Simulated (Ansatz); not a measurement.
**CH4AlN (SMILES C=[N][AlH2]): functionals against CCSD(T) at one geometry**

The task here is to estimate one member of a computed series from the others.

Method: single points in def2-TZVPP; program: Ansatz 0.2.0, Gaussian basis.

Cores are frozen in the correlated methods. B3LYP uses VWN-RPA correlation.

### The system as given

SMILES `C=[N][AlH2]`, 7 atoms, charge 0, spin multiplicity 1.

Atoms are counted from 1 here; the program's logs count them from 0.

Bond lengths: C1–N2 1.326 Å, C1–H4 1.007 Å, C1–H5 1.308 Å, N2–Al3 1.737 Å, Al3–H6 1.616 Å, Al3–H7 1.505 Å. Angles: N2–C1–H4 130.7°, N2–C1–H5 113.3°, H4–C1–H5 115.7°, C1–N2–Al3 177.8°, N2–Al3–H6 126.2°, N2–Al3–H7 120.3°, H6–Al3–H7 111.4°.

Geometry (Å):

```
C    -1.42600   -0.28510   -0.67630
N    -0.26140   -0.03620   -0.09360
Al    1.27970    0.22530    0.66400
H    -1.81110   -1.14380   -1.03480
H    -2.13410    0.79150   -0.89950
H     1.71830    1.53260    1.50720
H     2.20190   -0.93400    0.93120
```

The first run:

Contents of run/in.yaml:

```yaml
crystal:
  periodic: [false, false, false]
  atoms:
    - {symbol: C, position_ang: [-1.426000, -0.285100, -0.676300]}
    - {symbol: N, position_ang: [-0.261400, -0.036200, -0.093600]}
    - {symbol: Al, position_ang: [1.279700, 0.225300, 0.664000]}
    - {symbol: H, position_ang: [-1.811100, -1.143800, -1.034800]}
    - {symbol: H, position_ang: [-2.134100, 0.791500, -0.899500]}
    - {symbol: H, position_ang: [1.718300, 1.532600, 1.507200]}
    - {symbol: H, position_ang: [2.201900, -0.934000, 0.931200]}
basis:
  gaussian: {orbitals: def2-TZVPP}
correlation: {method: ccsd_t}
output: {forces: true}
```

The command line of these runs was not kept.

Among the steps run: CCSD(T)/def2-TZVPP; PBE0-D4/def2-TZVPP; wB97M-V/def2-TZVPP; r2SCAN-D4/def2-TZVPP; PBE-D4/def2-TZVPP; B3LYP-D4/def2-TZVPP; r2SCANh-D4/def2-TZVPP.

One table of the session follows, with a row left open; its other results are not shown here.

```
    method  RMS force component (eV/Å)  angle to CCSD(T) forces (°)  dipole (D)
   CCSD(T)                       2.591                    reference        1.90
   PBE0-D4                       2.799                          4.7        1.97
   wB97M-V                       2.770                          4.3        2.02
 r2SCAN-D4                           ?                            ?           ?
    PBE-D4                       2.641                          3.8        1.85
  B3LYP-D4                       2.713                          4.1        1.95
r2SCANh-D4                       2.766                          4.7        2.01
```

Q: Estimate the row for r2SCAN-D4 from the others.

The run gave: RMS force component (eV/Å): 2.716; angle to CCSD(T) forces (°): 4.2; dipole (D): 1.98. In the column «RMS force component (eV/Å)» it lies between B3LYP-D4 (2.713) and r2SCANh-D4 (2.766).
